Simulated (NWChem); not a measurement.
System: water (H2O); SMILES O

Results from NWChem. Pople sets run with spherical d functions. Geometry: optimised at PBE0/def2-SVP.

### Question
Estimate the computed values for B3LYP/6-311++G**. Quantities: highest occupied level (eV); orbital gap (eV); dipole (D).

### Answer
| Property | Result |
|---|---|
| highest occupied level (eV) | -8.80 |
| orbital gap (eV) | 8.15 |
| dipole (D) | 2.19 |
